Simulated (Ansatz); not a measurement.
Input file:

```yaml
crystal:
  periodic: [false, false, false]
  atoms:
    - {symbol: B, position_ang: [-0.003024, 0.005823, 0.005767]}
    - {symbol: H, position_ang: [0.411661, 0.818318, 0.816420]}
    - {symbol: H, position_ang: [-0.427351, -0.801871, 0.816228]}
    - {symbol: H, position_ang: [-0.415836, 0.814469, -0.809676]}
    - {symbol: H, position_ang: [0.463963, -0.893374, -0.884833]}
basis:
  gaussian: {orbitals: 6-31G}
magnetization: {spin_polarized: false, initial_magnetization: 1}
correlation: {method: fic_mrcisd_q, electrons: outside_noble_gas, active_space: {window: {electrons: 3, orbitals: 3}}}
```

```sh
$ ansatz run in.yaml --threads 1 --pin off --events-out ev --progress --plain --max-ram 2393MiB
```

The program prints:

```
254 factors; integrals over basis functions are off by at most 2.8e-4 eV
mean field evaluation 1: about -730.1136 eV, gradient 9.0e0 eV
mean field evaluation 2: about -730.1128 eV, gradient 9.0e0 eV
mean field evaluation 4: about -730.4568 eV, gradient 1.9e-1 eV
mean field evaluation 8: about -730.4573 eV, gradient 2.7e-6 eV
mean field -730.45726365 eV, -26.8438093175 hartree, gradient 4.8e-6 eV, S^2 0.750000; 0 other end points of the search recorded, 0 dependent functions left out
reference -730.45726365 eV, -26.8438093175 hartree; 5, 4 occupied and 12, 13 virtual orbitals, 254 factors
state -730.91954562 eV, -26.8607978663 hartree
contracted CI cycle   1: correlation 0.00000000 eV, 0.0000000000 hartree, residual 1.04e1 eV
contracted CI cycle   2: correlation -2.06986939 eV, -0.0760662970 hartree, residual 1.90e0 eV
contracted CI cycle   3: correlation -2.15115500 eV, -0.0790534882 hartree, residual 6.05e-1 eV
contracted CI cycle   4: correlation -2.15896871 eV, -0.0793406366 hartree, residual 1.94e-1 eV
contracted CI cycle   5: correlation -2.15973917 eV, -0.0793689506 hartree, residual 8.41e-2 eV
contracted CI cycle   6: correlation -2.15990106 eV, -0.0793748999 hartree, residual 2.86e-2 eV
contracted CI cycle   7: correlation -2.15992108 eV, -0.0793756357 hartree, residual 1.09e-2 eV
contracted CI cycle   8: correlation -2.15992367 eV, -0.0793757308 hartree, residual 4.01e-3 eV
contracted CI cycle   9: correlation -2.15992400 eV, -0.0793757431 hartree, residual 1.40e-3 eV
contracted CI cycle  10: correlation -2.15992405 eV, -0.0793757448 hartree, residual 4.92e-4 eV
state -730.91954562 eV, -26.8607978663 hartree; corrected -733.19013259 eV, -26.9442403984 hartree
Total energy: -733.19013259 eV, -26.9442403984 hartree
```

For the same geometry and basis full CI lies 3.7 meV higher.

Ran on 1 thread of Arm Neoverse V2, shared host: 0.21 s wall, 0.07 GiB peak host memory.
